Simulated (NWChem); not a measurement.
Spin states of Na (+1)

SMILES: [Na+]
```xyz
1

Na     0.0000     0.0000     0.0000
```
Charge +1, spin multiplicity 1.

Everything below was run with NWChem.

Basis set: def2-TZVP. The gap is E(triplet) − E(singlet), so a negative value puts the higher spin lower. Open shells are unrestricted, and the singlet is the closed-shell solution. The triplet is the single determinant that the SCF runs reached, with unpaired electrons in orbitals of symmetry ag and b3u (D2h labels); it need not be the lowest triplet, which in molecules with degenerate π orbitals can need several determinants. Where the lowest singlet needs several determinants, the single determinant used here isn't a pure state and places it wrongly.

B3LYP has NWChem's definition, with VWN1-RPA local correlation. No SCF solution was tested for a lower state. Open-shell Hartree-Fock references start from PBE0 orbitals.

Q: For the vertical singlet-triplet gap, B3LYP gives 775.9 kcal/mol and BP86 gives 777.1 kcal/mol. What do PBE, TPSS, HF give?

A: PBE: 773.7 kcal/mol; TPSS: 774.5 kcal/mol; HF: 743.2 kcal/mol.
